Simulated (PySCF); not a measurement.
**Working out the electron affinity of C**

C⁻ [He] 2s2 2p3 (4S) → C [He] 2s2 2p2 (3P). All numbers are calculated (PySCF 2.14, no relativity, point nucleus, in dyall-av2z). Frozen: 1s2; the 8 highest virtual orbitals dropped. Energies in hartree (1 hartree = 27.21139 eV):

| part | C⁻ (lower) | C (upper) |
| --- | --- | --- |
| UHF | -37.709175 | -37.692285 |
| MP2 opposite-spin | -0.057488 | -0.048555 |
| MP2 same-spin | -0.029205 | -0.011323 |

**Question.** What does Hartree-Fock give?

**Answer.** (-37.692285) − (-37.709175) = 0.016890 hartree = 0.460 eV.

**Question.** What do MP2 and SCS-MP2 (6/5 opposite-spin, 1/3 same-spin) give?

**Answer.** The opposite-spin parts differ by 0.243 eV and the same-spin parts by 0.487 eV. MP2: 0.460 + (0.243) + (0.487) = 1.190 eV. SCS-MP2: 0.460 + 1.2 × (0.243) + (0.487)/3 = 0.914 eV.

A first-order spin-orbit estimate adds -0.004 eV to MP2 (valence), giving 1.186 eV against 1.262 eV (measured; photodetachment measurements, as compiled on the Wikipedia data page of electron affinities).

A double-zeta basis recovers only part of the correlation energy.

What remains against the reference includes basis incompleteness, the frozen core and correlation beyond second order.
